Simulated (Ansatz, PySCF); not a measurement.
Bond stretch in SMILES C (CH₄). The C1–H5 bond (C1 also carries H, H, H; H5 carries nothing else) is pulled apart rigidly from the PBE0/def2-TZVP optimised geometry.

RKS-PBE = restricted PBE/cc-pVDZ run with Ansatz (a program for electronic structure); UKS-PBE = unrestricted PBE/cc-pVDZ (Ansatz); UKS-B3LYP = PySCF with unrestricted B3LYP/cc-pVDZ; UCCSD(T) = CCSD(T) on UHF/cc-pVDZ, 1 core orbital frozen (PySCF 2.14.0).

Energies relative to the lowest point of each curve near equilibrium, in kJ/mol; the last columns give the difference from UCCSD(T):

```json
[
 {"R / Å": "0.88", "RKS-PBE": "128.3", "UKS-PBE": "128.3", "UKS-B3LYP": "123.2", "UCCSD(T)": "129.9", "RKS-PBE − UCCSD(T)": "-1.6", "UKS-PBE − UCCSD(T)": "-1.6", "UKS-B3LYP − UCCSD(T)": "-6.7"},
 {"R / Å": "0.92", "RKS-PBE": "79.6", "UKS-PBE": "79.6", "UKS-B3LYP": "75.5", "UCCSD(T)": "80.3", "RKS-PBE − UCCSD(T)": "-0.7", "UKS-PBE − UCCSD(T)": "-0.7", "UKS-B3LYP − UCCSD(T)": "-4.8"},
 {"R / Å": "0.98", "RKS-PBE": "32.2", "UKS-PBE": "32.2", "UKS-B3LYP": "29.5", "UCCSD(T)": "32.1", "RKS-PBE − UCCSD(T)": "0.1", "UKS-PBE − UCCSD(T)": "0.1", "UKS-B3LYP − UCCSD(T)": "-2.6"},
 {"R / Å": "1.01", "RKS-PBE": "17.6", "UKS-PBE": "17.6", "UKS-B3LYP": "15.5", "UCCSD(T)": "17.3", "RKS-PBE − UCCSD(T)": "0.3", "UKS-PBE − UCCSD(T)": "0.3", "UKS-B3LYP − UCCSD(T)": "-1.8"},
 {"R / Å": "1.07", "RKS-PBE": "2.2", "UKS-PBE": "2.2", "UKS-B3LYP": "1.4", "UCCSD(T)": "1.9", "RKS-PBE − UCCSD(T)": "0.2", "UKS-PBE − UCCSD(T)": "0.2", "UKS-B3LYP − UCCSD(T)": "-0.5"},
 {"R / Å": "1.09", "RKS-PBE": "0.4", "UKS-PBE": "0.4", "UKS-B3LYP": "0.0", "UCCSD(T)": "0.3", "RKS-PBE − UCCSD(T)": "0.1", "UKS-PBE − UCCSD(T)": "0.1", "UKS-B3LYP − UCCSD(T)": "-0.2"},
 {"R / Å": "1.11", "RKS-PBE": "0.0", "UKS-PBE": "0.0", "UKS-B3LYP": "0.0", "UCCSD(T)": "0.0", "RKS-PBE − UCCSD(T)": "0.0", "UKS-PBE − UCCSD(T)": "0.0", "UKS-B3LYP − UCCSD(T)": "0.0"},
 {"R / Å": "1.16", "RKS-PBE": "4.1", "UKS-PBE": "4.1", "UKS-B3LYP": "5.0", "UCCSD(T)": "4.6", "RKS-PBE − UCCSD(T)": "-0.5", "UKS-PBE − UCCSD(T)": "-0.5", "UKS-B3LYP − UCCSD(T)": "0.4"},
 {"R / Å": "1.21", "RKS-PBE": "13.9", "UKS-PBE": "13.9", "UKS-B3LYP": "15.8", "UCCSD(T)": "15.1", "RKS-PBE − UCCSD(T)": "-1.2", "UKS-PBE − UCCSD(T)": "-1.2", "UKS-B3LYP − UCCSD(T)": "0.6"},
 {"R / Å": "1.27", "RKS-PBE": "31.2", "UKS-PBE": "31.2", "UKS-B3LYP": "34.0", "UCCSD(T)": "33.4", "RKS-PBE − UCCSD(T)": "-2.2", "UKS-PBE − UCCSD(T)": "-2.2", "UKS-B3LYP − UCCSD(T)": "0.7"},
 {"R / Å": "1.34", "RKS-PBE": "56.4", "UKS-PBE": "56.4", "UKS-B3LYP": "60.4", "UCCSD(T)": "59.8", "RKS-PBE − UCCSD(T)": "-3.5", "UKS-PBE − UCCSD(T)": "-3.5", "UKS-B3LYP − UCCSD(T)": "0.6"},
 {"R / Å": "1.49", "RKS-PBE": "119.7", "UKS-PBE": "119.7", "UKS-B3LYP": "126.1", "UCCSD(T)": "125.6", "RKS-PBE − UCCSD(T)": "-5.9", "UKS-PBE − UCCSD(T)": "-5.9", "UKS-B3LYP − UCCSD(T)": "0.5"},
 {"R / Å": "1.64", "RKS-PBE": "186.1", "UKS-PBE": "186.1", "UKS-B3LYP": "194.8", "UCCSD(T)": "193.0", "RKS-PBE − UCCSD(T)": "-6.9", "UKS-PBE − UCCSD(T)": "-6.9", "UKS-B3LYP − UCCSD(T)": "1.8"},
 {"R / Å": "1.80", "RKS-PBE": "253.7", "UKS-PBE": "253.7", "UKS-B3LYP": "264.9", "UCCSD(T)": "261.0", "RKS-PBE − UCCSD(T)": "-7.3", "UKS-PBE − UCCSD(T)": "-7.3", "UKS-B3LYP − UCCSD(T)": "3.9"},
 {"R / Å": "1.97", "RKS-PBE": "318.6", "UKS-PBE": "318.6", "UKS-B3LYP": "332.5", "UCCSD(T)": "323.0", "RKS-PBE − UCCSD(T)": "-4.4", "UKS-PBE − UCCSD(T)": "-4.4", "UKS-B3LYP − UCCSD(T)": "9.6"},
 {"R / Å": "2.16", "RKS-PBE": "381.5", "UKS-PBE": "381.5", "UKS-B3LYP": "393.3", "UCCSD(T)": "378.6", "RKS-PBE − UCCSD(T)": "2.8", "UKS-PBE − UCCSD(T)": "2.8", "UKS-B3LYP − UCCSD(T)": "14.7"},
 {"R / Å": "2.39", "RKS-PBE": "444.5", "UKS-PBE": "432.9", "UKS-B3LYP": "437.0", "UCCSD(T)": "427.9", "RKS-PBE − UCCSD(T)": "16.5", "UKS-PBE − UCCSD(T)": "5.0", "UKS-B3LYP − UCCSD(T)": "9.0"},
 {"R / Å": "2.67", "RKS-PBE": "504.0", "UKS-PBE": "462.4", "UKS-B3LYP": "464.0", "UCCSD(T)": "460.0", "RKS-PBE − UCCSD(T)": "44.0", "UKS-PBE − UCCSD(T)": "2.4", "UKS-B3LYP − UCCSD(T)": "4.0"},
 {"R / Å": "2.96", "RKS-PBE": "549.5", "UKS-PBE": "475.5", "UKS-B3LYP": "477.0", "UCCSD(T)": "471.6", "RKS-PBE − UCCSD(T)": "77.9", "UKS-PBE − UCCSD(T)": "3.9", "UKS-B3LYP − UCCSD(T)": "5.4"},
 {"R / Å": "3.30", "RKS-PBE": "587.1", "UKS-PBE": "481.7", "UKS-B3LYP": "483.8", "UCCSD(T)": "475.5", "RKS-PBE − UCCSD(T)": "111.6", "UKS-PBE − UCCSD(T)": "6.1", "UKS-B3LYP − UCCSD(T)": "8.3"},
 {"R / Å": "3.80", "RKS-PBE": "621.5", "UKS-PBE": "484.7", "UKS-B3LYP": "487.5", "UCCSD(T)": "477.0", "RKS-PBE − UCCSD(T)": "144.5", "UKS-PBE − UCCSD(T)": "7.7", "UKS-B3LYP − UCCSD(T)": "10.5"}
]
```

RKS-PBE is furthest from UCCSD(T) at 3.80 (144.5 kJ/mol, above); its mean absolute difference over the points is 20.6 kJ/mol.

UKS-PBE is furthest from UCCSD(T) at 3.80 (7.7 kJ/mol, above); its mean absolute difference over the points is 3.0 kJ/mol.

UKS-B3LYP is furthest from UCCSD(T) at 2.16 (14.7 kJ/mol, above); its mean absolute difference over the points is 4.1 kJ/mol.

The restricted form behind RKS-PBE keeps the bonding electrons paired and can't separate into open-shell fragments. The unrestricted determinant behind UKS-PBE is spin-contaminated at 2.39 to 3.80 Å (<S²> up to 1.0, against 0.00 for a pure singlet). The unrestricted determinant behind UKS-B3LYP is spin-contaminated at 2.16 to 3.80 Å (<S²> up to 1.0, against 0.00 for a pure singlet). The unrestricted determinant behind UCCSD(T) is spin-contaminated at 1.80 to 3.80 Å (<S²> up to 1.0, against 0.00 for a pure singlet).
